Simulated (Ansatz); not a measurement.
**SiOF (doublet): the correlation ladder, def2-QZVPP**

An exercise on one series of results from a longer session: the logs are not shown, and one member is left open.

Method: def2-QZVPP, core rule «outside noble gas», up to 7 orbitals frozen; program: Ansatz 0.2.0, Gaussian basis.

The runs, in order: UHF; ROHF; CCSD(T) on UHF.

### The system

The geometry is a PBE0/def2-TZVP stationary point (not a proven minimum) of the parent state, kept for this charge and spin.

3 atoms, charge 0, spin multiplicity 2.

Atoms are counted from 1 here; the program's logs count them from 0.

Bond lengths: F1–Si3 1.602 Å, O2–Si3 1.725 Å. Angles: F1–Si3–O2 115.7°.

The first run:

Input file in.yaml:

```yaml
crystal:
  periodic: [false, false, false]
  atoms:
    - {symbol: F, position_ang: [0.000000, 0.390347, 1.310206]}
    - {symbol: O, position_ang: [0.000000, 0.397529, -1.506653]}
    - {symbol: Si, position_ang: [0.000000, -0.490510, -0.027996]}
basis:
  gaussian: {orbitals: "def2-QZVPP.json"}
magnetization: {spin_polarized: true, initial_magnetization: 1}
hamiltonian: {xc: hf}
output: {orbitals: {seedname: orbitals}}
```

Command:

```console
$ ansatz run in.yaml --threads 1 --pin off --events-out ev --progress --plain --max-ram 2393MiB
```

Among the steps run: UHF; ROHF; CCSD(T) on UHF.

One of the session's tables, all rows but one given; the rest of the session is left out.

| method | from UCCSD(T) (kcal/mol) |
| --- | --- |
| ROHF | ? |
| UHF | +398.15 |
| UMP2 | +31.15 |
| UCCSD | +16.26 |
| UCCSD(T) | 0 |

Estimate the missing values for ROHF.

As computed: from UCCSD(T) (kcal/mol): +402.09. In the column «from UCCSD(T) (kcal/mol)» it is the highest.
